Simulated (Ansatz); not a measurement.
The first iterations of a band of AlH3O2 (6 atoms, charge 0, multiplicity 1).

Theory: UKS PBE-D4/def2-SVP in Ansatz 0.2.0.

| Property | Result |
| --- | --- |
| movable images | 5 |
| climbing image | yes |
| spring | 5.0 eV/Å² |
| optimiser | quadratic models (default) |
| start path | through a guess of the saddle point |
| force threshold | 0.05 eV/Å |
| iteration limit | 60 |
| end points | relaxed |

Initial state:

```xyz
6
Properties=species:S:1:pos:R:3
Al -0.463 0.329 -0.100
O 0.844 1.052 0.744
O -0.514 -1.287 -0.673
H 0.176 -1.961 -0.587
H -1.728 1.230 -0.373
H 1.685 0.637 0.989
```

Final state:

```xyz
6
Properties=species:S:1:pos:R:3
Al -0.361 0.215 -0.092
O 1.133 0.528 0.697
O -0.627 -1.346 -0.745
H 0.029 -2.058 -0.688
H -1.527 1.276 -0.265
H 1.353 1.385 1.092
```

| iteration | highest image above the first end (eV) | largest band force component (eV/Å) |
| --- | --- | --- |
| 1 | 2.618 | 12.914 |
| 2 | 2.128 | 2.875 |
| 3 | 1.923 | 2.534 |
| 4 | 1.686 | 2.209 |
| 5 | 1.388 | 2.081 |
| 6 | 1.194 | 4.698 |

Does the band converge within its limit, and where does its top end?

The run converged. It ended after 20 iterations with the highest image 0.085 eV above the first end. A vibrational analysis at the climbing image gives one clearly imaginary mode, 342i cm⁻¹: a first-order saddle point.

Run time: 6.3 min on 2 threads of Intel(R) Xeon(R) Processor @ 2.50GHz (Skylake/Cascade Lake), with other jobs on the host, peak memory 0.14 GiB.
